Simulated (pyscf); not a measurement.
Single points on ωB97X-D3(BJ)/def2-SVP structures (PySCF, gas phase).

Question: For the elementary gas-phase step `[NH]=[SiH2]` + `[H][H]` -> `[SiH2]` [singlet] + `[NH3]` (singlet surface; N–Si, H–H broken, H–N, H–N formed), what barrier and reaction energy does ωB97M-D3(BJ)/def2-TZVP give, measured from the separated reactants?…

Answer: ΔE‡ = 2.52 eV, ΔE = +0.33 eV. Zero-point energy shifts the barrier by +0.09 eV. It is a concerted two-bond exchange, with an imaginary mode of 1369i cm⁻¹. On the product side the descent ends in an adduct with a N–Si contact, 1.41 eV under the separated species and 3.63 eV under the saddle at ωB97X-D3(BJ)/def2-TZVP. What is counted as broken (N–Si) persists as a longer contact in the product adduct; parting that adduct is a step of its own. At ωB97X-D3(BJ)/def2-TZVP the barrier from the zero used here is 2.66 eV. The same reactants have a lower exit, to H₂N–SiH₃ (barrier +1.12 eV at ωB97M-D3(BJ)/def2-TZVP, against +2.52 eV here). HN=SiH₂ lies 0.79 eV over its isomer H₂N–SiH: [singlet] (electronic energy, ωB97M-D3(BJ)/def2-TZVP). One saddle was located; it need not be the lowest between these sides. A restricted solution here is unstable towards spin polarisation, so biradical character is likely and single-reference numbers are less safe.
